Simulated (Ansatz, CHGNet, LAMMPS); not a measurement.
# bcc K, cohesive energy

Reference value: 0.94 ± 0.008 eV/atom (measured, from 0 K enthalpies of formation; zero-point vibration energy (9/8 kB θD) added; as tabulated in Csonka et al. (2009), arXiv:0903.4037).

```tsv
level (code)	value (eV/atom)	cell (Å³/atom)	error (eV/atom)
Lennard-Jones uff-vdw (LAMMPS)	0.01	36.89	-0.93
CHGNet 0.3.0	0.48	71.80	-0.46
PBE (Ansatz)	0.87	73.75	-0.07
PBE-D3(BJ) (Ansatz)	0.99	68.81	+0.05
r²SCAN (Ansatz)	0.85	76.48	-0.09
PBE0 (Ansatz)	0.82	75.98	-0.12
Hartree–Fock (Ansatz)	0.12	97.12	-0.82
```

Leaving aside Lennard-Jones uff-vdw (doubt noted below), CHGNet 0.3.0 (doubt noted below): Once the reference is moved by up to 0.03 eV/atom (a margin picked here for doubts on the reference and the settings) and values within 0.03 eV/atom count as equal, the nearest can be PBE-D3(BJ) (+0.05 eV/atom), PBE (-0.07 eV/atom) or r²SCAN (-0.09 eV/atom). Among them Hartree–Fock (-0.82 eV/atom) misses by most. Within 0.2 eV/atom: PBE, PBE-D3(BJ), r²SCAN, PBE0.

Free atoms are spin-polarised, in the lowest state found; at levels without +SOC their spin–orbit coupling is left out.  Lennard-Jones uff-vdw: this is a force field's van der Waals term alone, without bonds or charges. Lennard-Jones uff-vdw: pair potentials favour close packing, so symmetry can be all that holds this lattice. CHGNet 0.3.0: free atoms can lie outside what these potentials were trained on. Hartree–Fock: the cell is over a tenth larger than the published one (another phase or state, or a fault of the published cell, is possible). Each level is taken at its own relaxed cell. Cutoffs and k meshes differ between the levels. Ansatz's density-functional and Hartree–Fock values are scalar-relativistic unless marked +SOC, with PAW data made under PBE.

Machine-learned potentials (CHGNet 0.3.0) are trained on DFT data: a solid inside that data is no test of them.

Differences are worked out from the printed values.

Ansatz is a quantum-chemistry and plane-wave program.
